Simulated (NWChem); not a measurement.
System: AlF3 anion, doublet; SMILES of the neutral closed-shell parent [F][Al]([F])[F]

```xyz
4

Al     0.0000     0.0000     0.0000
F     -1.2157    -1.2157     0.0000
F     -0.4450     1.6607     0.0000
F      1.6607    -0.4450     0.0000
```
Atoms are numbered in this order, from 1.

This is a stationary point of B3LYP/def2-SVPD, spin-unrestricted (NWChem), point group D3h. This spin state was assumed; another may lie lower. The highest occupied level is positive, so the extra electron may be held by the finite basis. B3LYP is NWChem's, with the RPA form of VWN correlation.

Question: Is it a minimum? If not, what does it relax to?

Answer: No. It has an imaginary frequency of 446i cm⁻¹. Following that mode (on a finer grid) lowers the energy by 16.6 kcal/mol and ends, with real frequencies alone, at point group C3v:
```xyz
4

Al     0.0000     0.0000    -0.4193
F     -1.1503    -1.1503     0.1840
F     -0.4210     1.5713     0.1840
F      1.5713    -0.4210     0.1840
```
